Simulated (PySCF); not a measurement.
Level of theory: B3LYP-D3(BJ)/def2-TZVP // PBE0-D4/def2-TZVP (PySCF). Isolated molecules, 0 K electronic values unless said otherwise. B3LYP has the VWN-RPA correlation part, as in Gaussian. Delta-SCF ions had no search for a lower state. 

Reference species (SMILES): `ClC(Cl)(Cl)Cl` (neutral, multiplicity 1).

| Item | Result |
|---|---|
| dipole moment | 0.00 D |
| vertical ionisation energy (Delta-SCF) | 11.00 eV |

Changed species: `ClC(Cl)Cl` (1 of 4 Cl replaced by H; the reference has 0 of 4 Cl replaced by H).

Task: Predict the effect on the dipole moment and vertical ionisation energy (Delta-SCF).

Result: the dipole moment goes up by 1.08 D, to 1.08 D; the vertical ionisation energy (Delta-SCF) hardly moves.
